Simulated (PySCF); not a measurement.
## Where the electron goes

Species: C₄H₆N₂.
Structure used (GFN2-xTB), in Å, numbered top down from 1:
```
atom  x, y, z in Å
C1    -1.6511   -0.2214    0.1524
N2    -0.2495    0.0463    0.0068
C3     0.7516   -0.8833   -0.0376
C4     1.9147   -0.1798   -0.1585
N5     1.6505    1.1514   -0.1875
C6     0.3548    1.2535   -0.0859
H7    -1.8665   -0.6160    1.1489
H8    -1.9778   -0.9533   -0.5890
H9    -2.2103    0.7022    0.0104
H10    0.5530   -1.9339    0.0172
H11    2.9196   -0.5447   -0.2264
H12   -0.1878    2.1782   -0.0769
```

Theory: PySCF, TDDFT CAM-B3LYP/def2-SVPD, vertical, gas phase, core orbitals frozen in the response.

Kohn–Sham orbitals with the atoms that hold most of them (Löwdin shares over 4%, at most four atoms; ? is withheld):

| orbital | ε (eV) | atoms |
| --- | --- | --- |
| HOMO-3 | -12.80 | C4 27%, H11 16%, N5 14%, C6 10% |
| HOMO-2 | -9.15 | N5 32%, N2 29%, C4 12%, C6 7% |
| HOMO-1 | -9.05 | ? |
| HOMO | -7.91 | C3 29%, C4 24%, C6 21%, N2 10% |
| LUMO | ? | ? |
| LUMO+1 | 1.64 | C6 18%, N2 17%, C3 16%, C4 10% |
| LUMO+2 | 2.13 | C3 23%, C4 20%, H10 18%, H11 11% |

(1) Give the leading atoms of the LUMO.

(2) Give the leading atoms of the HOMO-1.

(3) What is the LUMO energy, and the HOMO–LUMO gap?

Results:

(1) C1 (bonded to N and 3 H) 36%; H9 (bonded to C) 11%; H8 (bonded to C) 11%; H7 (bonded to C) 11%. By element: carbon 36% or more, hydrogen 33% or more.

(2) N5 (bonded to 2 C) 67%; C4 (bonded to C, N and H) 11%; C6 (bonded to 2 N and H) 10%; C3 (bonded to C, N and H) 4%. By element: nitrogen 67% or more, carbon 24% or more.

(3) ε(LUMO) = 1.12 eV; the gap is 9.03 eV (0.3320 hartree).

**Question.** The HOMO–LUMO gap is 9.03 eV. Where does the response calculation put the lowest singlet, and from which orbitals?

**Answer.** S1 is at 6.34 eV (f = 0.0074), 2.69 eV below the gap, made of HOMO→LUMO (87%), HOMO→LUMO+2 (10%). Without the coupling terms of the response equations the lowest excitation would equal the gap.

**Question.** Give energy, strength and leading configuration of S1, S2 and S3, and follow the Löwdin shares of the leading atoms from the occupied to the empty orbital.

**Answer.** 
- S1 (6.34 eV, f 0.0074), HOMO→LUMO (87%): C3 29% → at most 11%, C4 24% → at most 11%, C1 at most 11% → 36%, H9 at most 11% → 11%
- S2 (6.55 eV, f 0.156), HOMO→LUMO+1 (93%): C3 29% → 16%, C4 24% → 10%, C6 21% → 18%, N2 10% → 17%
- S3 (6.69 eV, f 0.0021), HOMO-1→LUMO+1 (88%): N5 67% → at most 11%, C4 11% → 10%, C6 10% → 18%, N2 at most 5% → 17%

Löwdin shares depend on the basis, the more so with diffuse functions.

The run took 30 s wall on one thread, x86-64 server, no GPU (shared host).
